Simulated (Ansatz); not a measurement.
# Bi2S3 (Pnma, No. 62)

Computed with LDA (Ansatz, an electronic-structure program, plane waves, PAW).

Settings: plane-wave cutoff 520 eV, 4×8×4 k mesh (along the axes of the cell as run), Fermi–Dirac smearing 0.01 eV, scalar-relativistic PAW data made under PBE.

Cell (relaxed at this level):

Space group Pnma (No. 62); a = 11.0074 Å, b = 3.9395 Å, c = 10.8364 Å, α = β = γ = 90.00°

```json
[
 {"atom": "Bi", "site": "4c", "symmetry": ".m.", "x": "0.4953", "y": "0.2500", "z": "0.3242"},
 {"atom": "Bi", "site": "4c", "symmetry": ".m.", "x": "0.1681", "y": "0.2500", "z": "0.5299"},
 {"atom": "S", "site": "4c", "symmetry": ".m.", "x": "0.2810", "y": "0.2500", "z": "0.1954"},
 {"atom": "S", "site": "4c", "symmetry": ".m.", "x": "0.0499", "y": "0.7500", "z": "0.3707"},
 {"atom": "S", "site": "4c", "symmetry": ".m.", "x": "0.1231", "y": "0.2500", "z": "0.9427"}
]
```

| Property | Result |
|---|---|
| band gap | 1.09 eV (on the SCF k mesh) |

Measured, for comparison: band gap 1.3 eV (temperature not stated, not corrected to a static lattice; as tabulated in Wikipedia's data pages).

Note: the relaxation could not lower the start's symmetry, so the cell can be a saddle point above a distorted one; the volume lies 7 % below that of the published cell.

Spin–orbit coupling is not included; with these elements it can move the gap by several tenths of an eV or more.

Computed values are for the static lattice.

Cost on a shared machine: around 50 core-minutes (rough).
